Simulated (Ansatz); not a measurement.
# CH2SSi: one structure at several levels

An exercise on one series of results from a longer session: the logs are not shown, and one member is left open.

Program: Ansatz 0.2.0, Gaussian basis. Level of theory: single points in def2-TZVPP. These are calculated values, not measurements.

Correlated methods freeze the cores.

### The starting structure

SMILES `[SiH]#CS`, 5 atoms, charge 0, spin multiplicity 1.

Atoms are counted from 1 here; the program's logs count them from 0.

Bond lengths: Si1–C2 1.722 Å, Si1–H4 1.465 Å, C2–S3 1.784 Å, S3–H5 1.329 Å. Angles: C2–Si1–H4 176.0°, Si1–C2–S3 119.3°, C2–S3–H5 91.6°.

As a file:

```xyz
5
CH2SSi
Si   -1.3031    0.0260   -0.5098
C     0.0936    0.5134    0.3714
S     1.5463   -0.5223    0.3457
H    -2.5413   -0.3079   -1.2183
H     2.2013    0.3117    1.1471
```

Set-up of the first run:

File run/in.yaml:

```yaml
crystal:
  periodic: [false, false, false]
  atoms:
    - {symbol: Si, position_ang: [-1.303100, 0.026000, -0.509800]}
    - {symbol: C, position_ang: [0.093600, 0.513400, 0.371400]}
    - {symbol: S, position_ang: [1.546300, -0.522300, 0.345700]}
    - {symbol: H, position_ang: [-2.541300, -0.307900, -1.218300]}
    - {symbol: H, position_ang: [2.201300, 0.311700, 1.147100]}
basis:
  gaussian: {orbitals: def2-TZVPP}
correlation: {method: ccsd_t}
output: {forces: true}
```

The command line of these runs was not kept.

Steps of the session up to this table: CCSD(T)/def2-TZVPP; PBE0-D4/def2-TZVPP; wB97M-V/def2-TZVPP; r2SCAN-D4/def2-TZVPP; PBE-D4/def2-TZVPP; HSE06-D4/def2-TZVPP; wB97X-V/def2-TZVPP.

One of the session's tables, all rows but one given; the rest of the session is left out.

```
   method  RMS force component (eV/Å)  angle to CCSD(T) forces (°)  dipole (D)
  CCSD(T)                       0.813                    reference        1.97
  PBE0-D4                       1.047                         12.2        2.23
  wB97M-V                           ?                            ?           ?
r2SCAN-D4                       0.952                         11.0        2.00
   PBE-D4                       0.877                         15.1        1.84
 HSE06-D4                       1.037                         12.2        2.20
  wB97X-V                       1.153                         12.6        2.63
```

**Question.** Estimate the row for wB97M-V.

As computed: RMS force component (eV/Å): 1.115; angle to CCSD(T) forces (°): 12.1; dipole (D): 2.52. In the column «RMS force component (eV/Å)» it lies between PBE0-D4 (1.047) and wB97X-V (1.153).
